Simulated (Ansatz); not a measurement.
The same path of CH₆OSi (9 atoms, charge 0, multiplicity 1) was run twice with different band settings. Lost on the way: Si1–H2, Si1–H3. Made: H2–H3.

Theory: RKS B3LYP-D4/def2-SVP in Ansatz.

Relaxed end points:

```xyz
9
Properties=species:S:1:pos:R:3
Si 0.237 -0.083 0.203
H 0.424 0.083 1.678
H 1.526 0.146 -0.499
H -0.780 0.919 -0.248
O -0.248 -1.631 -0.175
C -1.447 -2.216 0.274
H -1.461 -2.336 1.375
H -2.335 -1.622 -0.016
H -1.543 -3.216 -0.179
```

```xyz
9
Properties=species:S:1:pos:R:3
Si -0.872 0.257 0.662
H 1.909 -0.026 0.960
H 1.976 0.142 0.218
H -0.412 1.120 -0.523
O -1.192 -1.101 -0.266
C -1.662 -2.330 0.245
H -1.827 -2.297 1.340
H -2.614 -2.594 -0.245
H -0.932 -3.127 0.025
```

Common settings: movable images 5; climbing image yes; spring 5.0 eV/Å²; start path through a guess of the saddle point; force threshold 0.05 eV/Å; iteration limit 60; end points relaxed.

| run | optimiser |
| --- | --- |
| 1 | quadratic models (default) |
| 2 | fire |

(1) What does each run give, and how far can it be trusted?

Answers

(1) Run 1: converged after 32 iterations, highest image 2.848 eV above the first end. The profile has 2 maxima (images 1, 4) with wells between them (image 2): this band takes more than one step, which may be the mechanism or a detour left from its start path. Neighbouring images differ by up to 2.8 eV, so the band resolves the path poorly. A vibrational analysis at the climbing image gives one clearly imaginary mode, 1263i cm⁻¹: a first-order saddle point.
Run 2: converged after 48 iterations, highest image 2.862 eV above the first end. Neighbouring images differ by up to 2.1 eV, so the band resolves the path poorly. The order of the point at the top wasn't checked.
The orbitals stay closed-shell, which can raise the energy where a bond breaks towards radicals; this wasn't checked here.
